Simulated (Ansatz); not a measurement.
**CH2Si (singlet): from Hartree-Fock to the top rungs, cc-pVTZ**

The task here is to estimate one member of a computed series from the others.

The runs use Ansatz 0.2.0, Gaussian basis; cc-pVTZ, core rule «outside noble gas», up to 6 orbitals frozen.

Plan: UHF; CCSD(T) on RHF; CCSD(T) on UHF; BCCD(T) on RHF; CCSDT(Q) on RHF; CCSDT(Q) on UHF; CASSCF and MRCISD+Q, 10 electrons in 10 orbitals; CASSCF and NEVPT2, 10 electrons in 10 orbitals.

4 further runs of the same task are left out: 4 set aside as unsound or not needed.

## What is computed

The geometry is a PBE0/def2-TZVP stationary point (not a proven minimum).

4 atoms, charge 0, spin multiplicity 1.

Atoms are counted from 1 here; the program's logs count them from 0.

Bond lengths: Si1–C2 1.702 Å, C2–H3 1.090 Å, C2–H4 1.090 Å. Angles: Si1–C2–H3 123.5°, Si1–C2–H4 123.5°, H3–C2–H4 113.0°.

The first run:

Input file in.yaml:

```yaml
crystal:
  periodic: [false, false, false]
  atoms:
    - {symbol: Si, position_ang: [0.000000, 0.000000, 0.595671]}
    - {symbol: C, position_ang: [0.000000, 0.000000, -1.106259]}
    - {symbol: H, position_ang: [0.000000, -0.909276, -1.707827]}
    - {symbol: H, position_ang: [0.000000, 0.909276, -1.707827]}
basis:
  gaussian: {orbitals: cc-pVTZ}
magnetization: {spin_polarized: true, initial_magnetization: 0}
hamiltonian: {xc: hf}
output: {orbitals: {seedname: orbitals}}
```

On the command line:

```
$ ansatz run in.yaml --threads 1 --pin off --events-out ev --progress --plain --max-ram 4096MiB --backend cpu
```

Steps of the session up to this table: UHF; CCSD(T) on RHF; CCSD(T) on UHF; BCCD(T) on RHF; CCSDT(Q) on RHF; CCSDT(Q) on UHF; CASSCF and MRCISD+Q, 10 electrons in 10 orbitals; CASSCF and NEVPT2, 10 electrons in 10 orbitals.

One table of the session follows, with a row left open; its other results are not shown here.

```
          method  from RCCSDT(Q) (kJ/mol)
             RHF                   +796.2
             UHF                   +792.4
            RMP2                   +109.0
            UMP2                   +139.7
           RCCSD                    +42.5
           UCCSD                    +44.0
        RCCSD(T)                     +5.0
        UCCSD(T)                     +6.6
         BCCD(T)                     +4.8
          RCCSDT                     +2.8
          UCCSDT                     +2.9
       RCCSDT(Q)                        0
       UCCSDT(Q)                      0.0
  CASSCF valence                   +488.9
  NEVPT2 valence                   +120.8
  MRCISD valence                        ?
MRCISD+Q valence                     +9.1
```

**Question.** Estimate the row for MRCISD valence.

The run gave: from RCCSDT(Q) (kJ/mol): +42.2. In the column «from RCCSDT(Q) (kJ/mol)» it lies between MRCISD+Q valence (+9.1) and RCCSD (+42.5).

Caveats from the session: Restricted and unrestricted rows rest on different reference determinants; where their highest levels disagree by more than a few hundredths of an eV, they describe different states and don't form one ladder.
